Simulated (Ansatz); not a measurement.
## Relative stability

The two ends of one reaction step of CH6SSi, closed shell (PBE0-D4/def2-TZVP).

A:

```
atom    x (Å)    y (Å)    z (Å)
 Si1  -0.3153  -0.5191   0.1164
  S2   1.6798  -1.2358   0.4358
  H3  -0.9723  -1.2987  -0.9668
  H4  -1.1243  -0.6862   1.3535
  C5  -0.1636   1.2788  -0.3483
  H6   1.3043  -2.4887   0.7428
  H7   0.3165   1.8470   0.4512
  H8  -1.1531   1.7070  -0.5259
  H9   0.4280   1.3956  -1.2588
```

B:

```csv
atom,x (Å),y (Å),z (Å)
Si1,-1.1079,-0.3178,0.0262
S2,1.0646,-1.4364,0.1537
H3,1.1346,-2.0966,-1.0176
H4,-0.9045,-0.2976,1.5465
C5,-0.2938,1.3896,-0.3217
H6,0.6394,-2.5294,0.8091
H7,0.5870,1.6382,0.2742
H8,-1.0638,2.1360,-0.0889
H9,-0.0555,1.5141,-1.3815
```

Computed with Ansatz 0.2.0 (basis: def2-TZVPP); correlated methods freeze the cores. B3LYP uses VWN-RPA correlation.

Q: Which structure is lower at CCSD(T), and by how much? (To be estimated.)

A: By the calculation: A, by 239.5 kJ/mol (electronic energy, against the other). By their contacts, A is CH₆SSi ([CH3][SiH2][SH]) and B is CH₆SSi ([CH3][SiH][SH2]).

All methods give the same order:

```json
{"method": "SPW92", "E(B) − E(A) (kJ/mol)": "220.4"}
{"method": "PBE-D4", "E(B) − E(A) (kJ/mol)": "220.8"}
{"method": "BLYP-D4", "E(B) − E(A) (kJ/mol)": "219.1"}
{"method": "r2SCAN-D4", "E(B) − E(A) (kJ/mol)": "243.8"}
{"method": "B97M-V", "E(B) − E(A) (kJ/mol)": "238.3"}
{"method": "PBE0-D4", "E(B) − E(A) (kJ/mol)": "235.9"}
{"method": "B3LYP-D4", "E(B) − E(A) (kJ/mol)": "232.5"}
{"method": "r2SCAN0-D4", "E(B) − E(A) (kJ/mol)": "249.7"}
{"method": "BHLYP-D4", "E(B) − E(A) (kJ/mol)": "248.6"}
{"method": "CAM-B3LYP-D4", "E(B) − E(A) (kJ/mol)": "242.7"}
{"method": "wB97X-V", "E(B) − E(A) (kJ/mol)": "248.6"}
{"method": "wB97M-V", "E(B) − E(A) (kJ/mol)": "234.9"}
{"method": "B2PLYP", "E(B) − E(A) (kJ/mol)": "242.1"}
{"method": "PBE-QIDH", "E(B) − E(A) (kJ/mol)": "250.6"}
{"method": "RPA on PBE", "E(B) − E(A) (kJ/mol)": "230.2"}
{"method": "HF", "E(B) − E(A) (kJ/mol)": "266.4"}
{"method": "MP2", "E(B) − E(A) (kJ/mol)": "251.6"}
{"method": "CCSD", "E(B) − E(A) (kJ/mol)": "243.0"}
{"method": "CCSD(T)", "E(B) − E(A) (kJ/mol)": "239.5"}
```

No T1 diagnostic of these runs exceeds 0.013.

Labels in which every atom is bracketed show which atoms are joined, not bond orders.

For scale, one of the runs: CCSD(T)/def2-TZVPP, 199 basis functions, launched by `ansatz run in.yaml --threads 2 --pin off --events-out ev --progress --plain --max-ram 4352MiB`. Hardware: 2 CPU threads, shared host. Wall time 45 s; peak host memory 2.2 GiB.
